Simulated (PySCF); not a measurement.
# CH5NSi: the cost of one run

Programs: PySCF 2.14.0, with density-fitted response routines of our own. Each step states its level of theory. These are calculated values for one molecule in the gas phase, unless marked as measured. Atoms count from 0, in the outputs and in this text.

### 1 The molecule as given

8 atoms, charge 0, multiplicity 1; geometry from: GFN2-xTB. The atoms were then displaced at random by about 0.01 Å, so the start is not that level's minimum.

Bonds of the start (Å): C0–N1 1.26, N1–Si2 1.74, C0–H3 1.12, C0–H4 1.06, Si2–H5 1.46, Si2–H6 1.45, Si2–H7 1.47.

### 2 Geometry optimisation at PBE0-D3(BJ)/def2-SVP

Job settings and geometry (Å):

```
{"job": {"xc": "PBE0", "basis": "def2-SVP", "d3": "d3bj", "grid": 1, "shake": 0.01, "kind": "geom"}, "charge": 0, "multiplicity": 1}
C      1.558470    -0.142590     0.020700
N      0.400460    -0.335650     0.487310
Si    -1.221390     0.069660     0.009530
H      1.772850     0.443690    -0.907290
H      2.412590    -0.508540     0.521950
H     -1.698910     0.837340     1.160310
H     -1.823230    -1.238850    -0.122820
H     -1.345710     0.855810    -1.222160
```

Started as:

```bash
$ OMP_NUM_THREADS=1 python probes_run.py task.json out
```

The driver reads the jobs from task.json and runs them one after another.

Q: Estimate the wall time and peak memory of this first job on 1 thread of Arm Neoverse V2, shared host.

About 9 s, with a peak of 0.3 GiB.
